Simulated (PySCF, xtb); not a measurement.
hydrogen cyanide (CHN), SMILES N#C.

xtb with GFN2-xTB at its own geometry gives an orbital gap of 5.95 eV and a dipole moment of 2.62 D.

Geometry: B3LYP-D3(BJ)/def2-TZVPD.

Question: What does M06-2X/def2-TZVPD (PySCF) give? (The exact figures need the calculation; the answer reports its results.)

Answer: gap 12.28 eV (levels -11.85 and 0.43 eV), dipole 3.06 D.
